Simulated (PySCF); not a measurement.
# What an electron can do to NO

r²SCAN in PySCF with def2-TZVPPD on every atom, for the lowest determinant that a PBE0 search found; no spin–orbit coupling.

```tsv
species	state (unpaired electrons)	Re (Å)	ωe (cm⁻¹)	energy of the minimum from the neutral (eV)	De (eV)	dissociates to
NO	doublet (π ↑)	1.148	1957	0.00	6.59	N + O
NO⁺	singlet (closed shell)	1.059	2454	9.56	10.73	N + O⁺
```

Work out the lowest energy to break NO into atoms, from its vibrational ground state.

D0 = De − ωe/2 = 6.59 − 0.12 = 6.47 eV (r²SCAN/def2-TZVPPD).

Work out the ionisation energy of the O atom at this level and the threshold of dissociative ionisation.

IE(O) = 9.56 + 10.73 − 6.59 = 13.70 eV, so N + O⁺ + e⁻ appears at D0 + IE(O) = 20.17 eV (r²SCAN/def2-TZVPPD). The measured IE(O) is 13.618 eV (NIST ASD).

These are thermodynamic thresholds; the onsets seen under electron impact lie higher where the geometry changes, and cross-sections peak well above them.

For an ion De counts to the pair picked by the measured ionisation energies or electron affinities, which need not be the lowest pair at this level. States were picked by a PBE0 search and need not be the measured ground states.
